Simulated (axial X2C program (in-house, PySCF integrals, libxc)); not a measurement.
**MgSi⁻ along the bond: BHandHLYP, two-component**

All values were computed with an axial X2C code built on PySCF integrals. Two-component (2c) means X2C with spin–orbit coupling and atomic mean-field two-electron Coulomb and Gaunt terms. Basis: Si dyall-av3z [9s8p3d2f], Mg dyall-av3z [10s9p6d4f] (cores contracted in-house); Gaussian nuclei, density fitting, unrestricted open shells. Masses: Si 27.977 u, Mg 23.985 u.

State: Ω = 3/2 (⟨Sz⟩ = 1.50, ⟨Lz⟩ = 0.00 at BHandHLYP). Dipoles are positive if Mg is the positive end and refer to the centre of mass.

| R (Å) | μ (D) | HOMO (eV) | LUMO (eV) |
| --- | --- | --- | --- |
| 2.337 | -1.046 | -0.22 | 2.00 |
| 2.444 | -0.902 | -0.28 | 2.00 |
| 2.525 | -0.795 | -0.32 | 2.00 |
| 2.605 | -0.678 | -0.35 | 2.00 |
| 2.686 | -0.545 | -0.39 | 2.01 |
| 2.780 | -0.365 | -0.43 | 2.01 |
| 2.874 | -0.153 | -0.47 | 2.00 |
| 2.995 | 0.165 | -0.51 | 2.00 |
| 3.143 | 0.619 | -0.56 | 1.99 |
| 3.357 | 1.378 | -0.61 | 1.97 |

Problem. The minimum lies at 2.707 Å. What is the dipole moment there?

Solution. At BHandHLYP, 2c, with the sign and origin stated: μ = -0.51 D.

Occupations by symmetry block were frozen at the best pattern of an incomplete PBE0 search. Density functionals use the spin component along the axis (collinear). PBE0 can misorder states that lie within some tenths of an eV, so this need not be the ground state of the molecule. The nearest other 2c determinant of the search, Ω = 1/2, lies 0.21 eV up at the distance of the search. With several unpaired electrons one determinant need not be a pure state. This is the top spin component of a Σ state; components of lower Ω are not single determinants and can lie lower. The LUMO of an anion is an unbound level whose energy the basis sets.
